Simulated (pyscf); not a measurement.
Structures and frequencies: ωB97X-D3(BJ)/def2-SVP in PySCF.

Estimate the classical barrier height and the reaction energy of `[SiH3][AsH][GaH2]` + `[H][H]` -> `[GaH2][AsH2]` + `[SiH4]` at ωB97M-D3(BJ)/def2-TZVP. The step runs on the singlet surface, breaks As–Si, H–H and forms As–H, H–Si; take the separated reactants as zero.

ΔE‡ = 63.2 kcal/mol, ΔE = +3.1 kcal/mol. Zero-point energy shifts the barrier by +0.8 kcal/mol. It is a four-centre exchange, with an imaginary mode of 1533i cm⁻¹. On the product side the descent ends in a complex (not fully relaxed), 6.5 kcal/mol under the separated species and 63.7 kcal/mol under the saddle at ωB97X-D3(BJ)/def2-TZVP. At ωB97X-D3(BJ) the barrier from the zero used here is 67.1 kcal/mol. H₃Si–AsH–GaH₂ is closed by a dative Ga–Si contact. This is the saddle that the search found; another between the same sides may lie lower. Elements up to Kr have no core potential and no relativistic terms here.
